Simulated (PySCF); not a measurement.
**CH3FS, a complex of two parts: interaction energy**

One table from this session's results is given with a row withheld; the runs are named, their logs left out.

Computed with PySCF 2.14.0; each step states its level. No surroundings beyond the atoms listed, unless a continuum is named. Atoms count from 0, parts from 1.

## The system as given

6 atoms, charge 0, multiplicity 1; geometry: GFN2-xTB. Parts: 1 = atoms 0–1, `F`, charge 0; 2 = atoms 2–5, `C=S`, charge 0.

The first run:

Job settings and geometry (Å):

```
{"job": {"xc": "PBE0", "basis": "def2-SVPD", "d3": "d3bj", "grid": 2, "kind": "geom"}, "charge": 0, "multiplicity": 1, "parts": [{"atoms": "0-1", "charge": 0, "multiplicity": 1}, {"atoms": "2-5", "charge": 0, "multiplicity": 1}]}
F      0.185660     0.099183    -0.482313
H     -0.722489    -0.060385    -0.247229
C     -2.804005     1.200988    -1.349684
S     -2.799597     0.067443    -0.207373
H     -1.888484     1.567724    -1.794615
H     -3.731173     1.629073    -1.705979
```

Run with:

```sh
> OMP_NUM_THREADS=1 python cluster_run.py task.json out
```

This one command runs all jobs of the session in turn.

Among the steps run: Optimising the geometry at PBE0-D3(BJ)/def2-SVPD; Coupled-cluster interaction energy: CCSD(T) and MP2.

One of the session's tables, all rows but one given; the rest of the session is left out.

It belongs to the step «Coupled-cluster interaction energy: CCSD(T) and MP2». 

```
                 method  interaction energy (kcal/mol)
         HF/aug-cc-pVDZ                          -4.28
        MP2/aug-cc-pVDZ                          -5.44
       CCSD/aug-cc-pVDZ                          -4.95
    CCSD(T)/aug-cc-pVDZ                          -5.28
         HF/aug-cc-pVTZ                          -4.31
        MP2/aug-cc-pVTZ                          -6.21
    SCS-MP2/aug-cc-pVTZ                          -5.41
      MP2, extrapolated                              ?
CCSD(T), limit estimate                          -6.36
```

Estimate the missing values for MP2, extrapolated.

As computed: interaction energy (kcal/mol): -6.52. In the column «interaction energy (kcal/mol)» it is the lowest.
